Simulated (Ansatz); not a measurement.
**SiNH3 (SMILES [N][SiH3]): methods side by side**

SiNH3 has 5 atoms, charge 0, and is taken as a triplet. SMILES: `[N][SiH3]`. The shape is that of a GFN2-xTB optimisation.

```xyz
5

N    -1.5366    0.3343    0.4795
Si    0.0102   -0.0023   -0.0038
H     0.0649   -0.3132   -1.4454
H     0.5551   -1.1630    0.7272
H     0.9063    1.1442    0.2425
```

Each level gives the energy change with the Si2–H3 bond stretched from 1.476 to 1.845 Å (eV). The values are calculated.

```tsv
level	kind	program	value (eV)	less FCI/STO-3G	CPU time (all runs)
USVWN5/STO-3G	LDA	Ansatz	1.08	-0.07	1.8 s
U-wB97M-V/STO-3G	range-separated hybrid	Ansatz	1.27	+0.12	42 s
UCAM-B3LYP/STO-3G	range-separated hybrid	Ansatz	1.26	+0.11	4 s
UB2PLYP/STO-3G	double hybrid	Ansatz	1.26	+0.11	3.7 s
UBCCD(T)/STO-3G	coupled cluster or CI	Ansatz	1.15	0.00	0.46 s
UCCSD(T)/STO-3G	coupled cluster or CI	Ansatz	1.15	0.00	0.37 s
UCCSDT(Q)/STO-3G	coupled cluster or CI	Ansatz	1.15	0.00	1.5 s
UCCSDTQ/STO-3G	coupled cluster or CI	Ansatz	1.15	0.00	45 s
FCI/STO-3G	exact in the basis	Ansatz	1.15	0.00	2.4 s
```

FCI/STO-3G is exact within its basis and frozen core, so for wave-function methods in that basis the difference is their error; functionals converge differently with the basis, so for them it is only a difference. The first shape isn't each level's own minimum. The values span 1.08 to 1.27 eV. All rows use very small basis sets, so even the best lies far from the true value. Times are those of the runs behind each value, whatever else they computed, on shared processors of several kinds: orders of magnitude only.
